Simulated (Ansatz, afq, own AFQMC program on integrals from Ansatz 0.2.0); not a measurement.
Integrals from Ansatz 0.2.0, then the random walk in our own AFQMC program (afq).

```yaml
crystal:
  periodic: [false, false, false]
  atoms:
    - {symbol: Ga, position_ang: [0.000000, 0.000000, 0.000000]}
    - {symbol: Br, position_ang: [0.000000, 0.000000, 3.132000]}
basis:
  gaussian: {orbitals: cc-pVDZ}
total_charge: 1
magnetization: {spin_polarized: true, initial_magnetization: 3}
correlation: {method: ccsd_t, electrons: outside_noble_gas, hamiltonian_folder: ham}
```

```sh
$ ansatz run in.yaml --threads 1 --pin off --events-out ev --progress --plain --max-ram 1382MiB
```

Options of the walk:

```
--method phaseless --trial cisd --walkers 70 --populations 1 --least-time 40 --time-step 0.005 --steps-per-block 50 --equilibration-blocks 28 --max-blocks 300 --target-error 0.00036 --factor-cut 1e-05 --start spin_pure --seed 6755 --release-times 0.24,0.51,0.99,1.62,2.4 --release-step 0.03 --release-every 4 --taylor-order 6
```

Times are imaginary, in 1/Eh. The walk had a cap of 503 s. Filled inner d shells are frozen with the cores.

Output of the walk:

```
orbitals 26  electrons 6 3  factors 170 of 636
reference energy -4495.22119131 Eh
CCSD correlation -0.12147392 Eh in 16 cycles, weight of the determinant in the CISD state 0.9124
energy of the start -4495.342585 Eh
 block  time / (1/Eh)  mean weight  energy / Eh
     1     0.250  1.0002  -4495.341732
     2     0.500  1.0012  -4495.341901
     3     0.750  1.0002  -4495.342400
     4     1.000  0.9986  -4495.343062
     5     1.250  1.0002  -4495.344515
     7     1.750  1.0006  -4495.346222
     9     2.250  0.9996  -4495.344969
    13     3.250  1.0019  -4495.347575
    21     5.250  0.9995  -4495.345398
    29     7.250  0.9987  -4495.345815
    37     9.250  1.0016  -4495.344426
    45    11.250  0.9989  -4495.344646
    53    13.250  1.0000  -4495.345648
    61    15.250  0.9991  -4495.348230
    69    17.250  0.9997  -4495.346562
    77    19.250  1.0009  -4495.347039
    85    21.250  1.0003  -4495.349713
    93    23.250  0.9986  -4495.346915
   101    25.250  1.0008  -4495.346739
   109    27.250  0.9987  -4495.344756
   117    29.250  1.0002  -4495.344002
   125    31.250  1.0013  -4495.348296
   133    33.250  1.0005  -4495.346446
   141    35.250  1.0011  -4495.341603
   149    37.250  1.0002  -4495.345423
   157    39.250  0.9996  -4495.346551
   165    41.250  1.0007  -4495.344004
   173    43.250  1.0014  -4495.347995
   181    45.250  0.9998  -4495.341939
   185    46.250  0.9974  -4495.346595
blocks merged  error / Eh  count
     1  0.000135  160
     2  0.000157  80
     4  0.000191  40
     8  0.000169  20
    16  0.000186  10
released: time / (1/Eh)  energy / Eh  error  mean overlap
  0.24  -4495.345461  0.000238  0.9992
  0.51  -4495.345549  0.000186  1.0059
  0.99  -4495.345455  0.000257  1.0117
  1.62  -4495.345309  0.000374  1.0429
  2.40  -4495.346265  0.000444  1.0349
energy -4495.345329 +/- 0.000191 Eh
(rows thinned)
```

The run passed its tests (sampling time, drift between the halves within three errors, error under three times the target), which doesn't prove that it has relaxed.

Against this walk (error 5.2 meV) on the same determinant: CCSD(T) 7.9 meV higher (within the noise), CCSDT(Q) 28.9 meV lower. The error is statistical and leaves out the bias of the constraint. None of these is a sure reference here. Released to 1.62 1/Eh the energy moves by 1 ± 11 meV (both errors), within twice the noise.

Cautions: constraint bias not in the error; no relativity below Rb; no spin-orbit coupling; inner d shell frozen; lower spins were not checked; released walk and highest rung disagree (by 29 meV at 1.62 1/Eh, later times being noisier).

The walk took 5.7 min on 1 thread of Intel(R) Xeon(R) Platinum 8259CL CPU @ 2.50GHz (Skylake/Cascade Lake), with other jobs on the host. The log's last line is the phaseless energy.

CCSDT and higher add their correlation energy to the determinant of the CCSD(T) run, since their own runs factorise the integrals more tightly (a shift of under 2 meV).
